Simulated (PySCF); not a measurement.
Na2 at PBE0

Computed with PBE0; Na jorge-DZP-DKH; spin-free X2C with a Gaussian nucleus (PySCF 2.14).

```
state                          : ¹Σg⁺ (singlet), closed shell
bond length                    : 3.086 Å
harmonic wavenumber            : 160 cm⁻¹
force constant                 : 0.174 mdyn/Å
rotational constant Be         : 0.1540 cm⁻¹
anharmonicity ωexe             : 0.552 cm⁻¹
vibration–rotation constant αe : 0.000755 cm⁻¹
well depth De to Na + Na       : 66 kJ/mol
dissociation energy D0         : 65 kJ/mol
HOMO–LUMO gap                  : 2.27 eV
bond order (Mayer)             : 1.00
```

Closed-shell solutions of metal pairs were not tested for spin polarisation, which can lower them a little.
